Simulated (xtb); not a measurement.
ethane (C₂H₆), SMILES CC. All values are semi-empirical tight-binding results from xtb (GFN2-xTB unless named), good for trends rather than for accurate numbers. Geometry: GFN2-xTB.

The point group as xtb finds it is D3d. The orbital gap is 15.51 eV, the dipole moment is 0.00 D and the zero-point energy is 46.6 kcal/mol. The G − E(el) at 298.15 K (modified RRHO) is 33.2 kcal/mol. The static polarisability (D4 model) is 28.5 bohr³ and the solvation energy, GFN2-xTB/ALPB(water) is 0.1 kcal/mol. The solvation energy, GFN2-xTB/ALPB(methanol) is -1.4 kcal/mol.

Question: Give the IR lines (harmonic; lines under 4 % of the strongest left out, lines within 3 cm⁻¹ merged). (Estimate from the structure and the level; the computed values follow.)

Answer: ν (cm⁻¹): 861 (w), 3041 (vs) (against the strongest line: vs over 80 %, s over 45 %, m over 15 %, w over 4 %, vw less)
